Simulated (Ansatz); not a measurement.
fcc Al, treated with PBE-D3(BJ) (Ansatz, a program for electronic structure, PAW).

Numerical settings: plane-wave cutoff 520 eV, 24×24×24 k mesh, Fermi–Dirac smearing 0.05 eV, scalar-relativistic PAW data made under PBE.

Pressure at four volumes; x = ln(V/15.774 Å³). One pressure is withheld.

| V (Å³/atom) | x | P (GPa) |
|---|---|---|
| 14.828 | -0.0618 | 6.17 |
| 15.774 | 0.0000 | 0.01 |
| 16.405 | 0.0392 | -3.08 |
| 16.721 | 0.0583 | ? |

### Question
Pass a parabola P(x) through the three rows shown, estimate the bulk modulus and its pressure derivative near zero pressure, and predict the withheld pressure.

### Answer
Slopes between the rows: (0.01 − (6.17))/(0.0000 − (-0.0618)) = -99.68 and (-3.08 − (0.01))/(0.0392 − (0.0000)) = -78.83 GPa. Their difference over the span 0.1010 is c = 20.85/0.1010 = 206.4 GPa, so P(x) = 6.17 + (-99.68)(x − (-0.0618)) + 206.4 (x − (-0.0618))(x − (0.0000)). At the middle row B = −dP/dx = −[-99.68 + 206.4 × 0.0618] = 86.9 GPa, and B′ = dB/dP = 2c/B = 4.8. At x = 0.0583 the parabola gives -4.36 GPa; the run gives -4.37 GPa. The Birch–Murnaghan fit to the energies at all volumes has B0 = 86.1 GPa and B′ = 4.7.

Measured, for comparison: bulk modulus 80.8 GPa (corrected for temperature and zero-point phonon effects, our sources range from 77.1 to 82.0; as tabulated in Levämäki et al. (2014), arXiv:1402.3671). Computed (rounded) less measured: bulk modulus +7 % (+5 % to +12 % over the range).
